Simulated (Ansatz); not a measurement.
# Relaxing a trial structure of CH4FNO+

The starting geometry of this gas-phase doublet was optimised with GFN2-xTB; its bonds are those of `N[C]([OH2+])F`.

```yaml
atoms:
  - { symbol: C, position_ang: [-0.3793, 1.7765, -2.6681] }
  - { symbol: F, position_ang: [0.2619, 2.7547, -3.3002] }
  - { symbol: N, position_ang: [-1.7282, 1.8611, -2.6364] }
  - { symbol: O, position_ang: [0.2245, 1.6509, -1.3018] }
  - { symbol: H, position_ang: [-2.1742, 2.3990, -3.3711] }
  - { symbol: H, position_ang: [-2.2520, 1.0652, -2.2964] }
  - { symbol: H, position_ang: [1.1811, 1.4295, -1.3874] }
  - { symbol: H, position_ang: [0.1078, 2.4504, -0.7235] }
```

Question: Where would you expect an optimisation with PBE0-D3(BJ)/def2-SVP to take it?

Answer: It loosens into CH2FN + H2O, which stay close as a complex (formulas without charges). Contacts that open: C1–O4 (1.50 → 1.87 Å).

The energy falls by 0.14 eV over 47 steps:

| step | E − E(last) (eV) |
| --- | --- |
| 1 | 0.138 |
| 6 | 0.041 |
| 11 | 0.010 |
| 16 | 0.006 |
| 21 | 0.005 |
| 27 | 0.004 |
| 32 | 0.003 |
| 37 | 0.001 |
| 42 | 0.000 |
| 47 | 0.000 |

Final geometry (Å):

```yaml
atoms:
  - { symbol: C, position_ang: [-0.4430, 1.9579, -2.8364] }
  - { symbol: F, position_ang: [-0.0391, 3.0892, -3.2520] }
  - { symbol: N, position_ang: [-1.7022, 1.6696, -2.8697] }
  - { symbol: O, position_ang: [0.2874, 2.0082, -1.1118] }
  - { symbol: H, position_ang: [-2.4008, 2.3752, -3.1212] }
  - { symbol: H, position_ang: [-2.0299, 0.7269, -2.6686] }
  - { symbol: H, position_ang: [0.4036, 1.1304, -0.7094] }
  - { symbol: H, position_ang: [1.1658, 2.4300, -1.1158] }
```

The end wasn't checked by frequencies. Open shells are spin-unrestricted. Run with Ansatz 0.2.0, 4.1 min on 1 thread of Arm Neoverse V2, on a shared host.
